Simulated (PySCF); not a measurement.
One molecule, one basis, several functionals.

Compound: C2H7O2P.
SMILES with atom numbers: `[CH3:1][P:2]([CH3:3])(=[O:4])[OH:5]` (hydrogens: H6, H7, H8 on C1; H9, H10, H11 on C3; H12 on O5)

Torsions of this conformer, `[CH3:1][P:2]([CH3:3])(=[O:4])[OH:5]`: H–O5–P2–C1 -128°.

PySCF, pcSseg-2 basis, density fitting, gas phase, PBE0-D3(BJ)/def2-SVP geometry. One functional is left out:

```csv
functional,exact exchange (%),HOMO energy (eV),LUMO energy (eV),dipole moment (D)
B97-D,0,-6.39,-0.34,2.870
BLYP,0,-6.31,-0.51,2.856
BP86,0,-6.51,-0.34,2.860
LDA,0,-6.60,-0.57,2.894
OPBE,0,-6.32,-0.33,2.786
PBE,0,-6.41,-0.48,2.835
B3LYP,20,-7.67,-0.09,2.987
PBE0,25,-7.90,0.24,2.992
```

Q: Predict the row of mPW1PW91 (25 % exact exchange) by straight lines through the other rows, and check it.

A: 
| property | line | computed | computed − line | PBE0 (25 %), for comparison |
| --- | --- | --- | --- | --- |
| HOMO energy (eV) | -7.93 | -7.93 | 0.00 | -7.90 |
| LUMO energy (eV) | 0.14 | 0.23 | +0.09 | 0.24 |
| dipole moment (D) | 3.003 | 2.996 | -0.007 | 2.992 |

Q: Which of these properties follows the share of exact exchange most closely, and which least?

A: Most closely the HOMO energy, least the dipole moment; the correlations over the tabulated rows are HOMO energy -0.988, LUMO energy 0.917, dipole moment 0.895. The HOMO energy moves by -0.603 eV for every 10 %. Functionals with the same share still differ in their other parts: at 0 % BLYP and LDA differ by 0.29 eV in it.
